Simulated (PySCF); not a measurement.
## Electron affinity of Li by level of theory

Li⁻ [He] 2s2 (1S) → Li [He] 2s1 (2S), as a difference of total energies. Computed with PySCF 2.14 in aug-cc-pCVQZ-DK (9s8p6d4f2g, 109 functions), with scalar relativity by spin-free X2C-1e. Correlated levels: valence: 1s2 frozen. The calculations carry no spin-orbit coupling.

| method | electron affinity (eV) |
| --- | --- |
| UHF | -0.123 |
| MP2 (valence) | 0.366 |
| SCS-MP2 (valence) | 0.464 |
| CCSD (valence) | 0.616 |

Errors of the correlated levels include the incompleteness of this basis and the frozen core.

A negative affinity means that the anion lies above the atom at that level of theory.

With two correlated electrons CCSD is exact in that space.

The coupled-cluster amplitudes are large for Li⁻ (T1 above 0.03 or a double amplitude above 0.15), so a single reference is strained.

Which method comes closest to the reference value, and which is furthest?

The reference is 0.618 eV (measured; photodetachment measurements, as compiled on the Wikipedia data page of electron affinities). Closest: CCSD (valence) (error -0.002 eV); furthest: UHF (error -0.741 eV).
